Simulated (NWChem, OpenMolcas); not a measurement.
# How methods differ on SO (sulfur oxide)

The species is SO (2 atoms), meant as a triplet with charge 0. As SMILES, `O=S`. Geometry: the measured bond length.

```tsv
atom	x (Å)	y (Å)	z (Å)
O	0.0000	0.0000	0.0000
S	0.0000	0.0000	1.4811
```

Each level gives the dipole moment (D). The values are calculated.

```csv
level,kind,program,value (D),CPU time
UHF/def2-TZVPPD,Hartree–Fock,NWChem,1.87,16 s
USVWN5/def2-TZVPPD,LDA,OpenMolcas,1.40,14 s
U-revPBE/def2-TZVPPD,GGA,OpenMolcas,1.32,19 s
UPBE/def2-TZVPPD,GGA,OpenMolcas,1.35,19 s
U-r2SCAN/def2-TZVPPD,meta-GGA,OpenMolcas,1.38,33 s
UM06-L/def2-TZVPPD,meta-GGA,OpenMolcas,1.35,31 s
UM06-2X/def2-TZVPPD,hybrid meta-GGA,OpenMolcas,1.63,31 s
UPBE0/def2-TZVPPD,global hybrid,OpenMolcas,1.50,20 s
```

The values span 1.32 to 1.87 D. Times are those of the runs behind each value, whatever else they computed, on shared processors of several kinds: orders of magnitude only.
